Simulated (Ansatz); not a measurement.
A displaced shape of singlet SiH4:

```csv
atom,x (Å),y (Å),z (Å)
Si,0.0007,-0.0015,0.0500
H,0.8608,0.8541,0.9113
H,0.8741,-0.8772,-0.9078
H,-0.8923,0.8317,-0.8877
H,-0.8580,-0.8946,0.8995
```

It was optimised with PBE0/def2-SVP in Ansatz (development build ahead of 0.2.0) to forces under 0.001 eV/Å, with restricted orbitals. Each step stands on the lowest determinant of that kind that the program's search found.

Question: What shape does it relax to, and how does the optimisation go?

Answer:

```xyz
5

Si   -0.0029   -0.0175    0.0130
H     0.8517    0.8519    0.8746
H     0.8661   -0.8651   -0.8557
H    -0.8792    0.8367   -0.8419
H    -0.8502   -0.8934    0.8752
```

Bond lengths: Si1–H2 1.493 Å, Si1–H3 1.493 Å, Si1–H4 1.493 Å, Si1–H5 1.493 Å. Angles: H2–Si1–H3 109.5°, H2–Si1–H4 109.5°, H2–Si1–H5 109.5°, H3–Si1–H4 109.5°, H3–Si1–H5 109.5°, H4–Si1–H5 109.5°.

```
step  E − E(start) (eV)  largest force (eV/Å)
   1             0.0000                1.3034
   2            -0.0689                0.1632
   3            -0.0735                0.0221
   4            -0.0735                0.0016
   5            -0.0735                0.0000
```

The optimisation ended after 5 steps with its threshold met.
